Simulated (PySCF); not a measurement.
# F4P2 (P2F4): the cost of one run

Computed with PySCF 2.14.0, with density-fitted response routines of our own, on a single molecule in the gas phase. Atoms count from 0, in the outputs and in this text.

**1. The starting structure**

6 atoms, charge 0, multiplicity 1; geometry from: GFN2-xTB. The atoms were then displaced at random by about 0.01 Å, so the start is not that level's minimum.

Bonds of the start (Å): F0–P1 1.60, P1–F2 1.63, P1–P3 2.30, P3–F4 1.60, P3–F5 1.60.

**2. Geometry optimisation at PBE0-D3(BJ)/def2-SVP**

Job settings and geometry (Å):

```
{"job": {"xc": "PBE0", "basis": "def2-SVP", "d3": "d3bj", "grid": 1, "shake": 0.01, "kind": "geom"}, "charge": 0, "multiplicity": 1}
F     -1.471110    -0.375240    -1.331990
P     -0.901030    -0.684180     0.130780
F     -1.793220     0.457140     0.869600
P      0.928200     0.682030    -0.142850
F      1.493600     0.345030     1.317320
F      1.767720    -0.454800    -0.887530
```

On the command line:

```bash
OMP_NUM_THREADS=1 python probes_run.py task.json out
```

One launch serves the whole session: the jobs run in the order shown.

**Question.** How long does this first job take on 1 thread of Arm Neoverse V2, shared host, and how much memory does it need?

About 16 s, with a peak of 0.37 GiB.
